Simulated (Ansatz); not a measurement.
`B1CN1`, relaxed with RKS PBE-D4/def2-SVP in the Gaussian-basis code of Ansatz from a rough embedded geometry. The force threshold is 0.03 eV/Å; the program also tests the step.

The species carries charge 0 and has multiplicity 1.

Start:

```xyz
7

B    -0.297    0.825    0.378
C     0.338   -0.243   -0.552
N     0.086   -0.545    0.803
H    -0.358    1.958    0.561
H    -0.377   -0.731   -1.270
H     1.425   -0.135   -0.783
H    -0.818   -1.130    0.863
```

Problem. By how much does the energy fall, and how many steps does the optimiser take? (An estimate is asked.)

Solution. The calculation gave: 25.05 kcal/mol, in 9 steps, 1 of them rejected.

Problem. Which bonds change most? (Estimate.)

Solution. Computed: B1–N3 from 1.484 to 1.357 Å; C2–N3 from 1.411 to 1.475 Å; N3–H7 from 1.079 to 1.019 Å; B1–H4 from 1.150 to 1.203 Å.

Problem. Give the relaxed structure. (Best estimate.)

Solution. The calculation gave: 
```xyz
7

B    -0.226    0.883    0.329
C     0.336   -0.223   -0.650
N    -0.296   -0.430    0.666
H    -0.483    2.003    0.684
H    -0.234   -0.556   -1.541
H     1.423   -0.435   -0.726
H    -0.520   -1.241    1.240
```
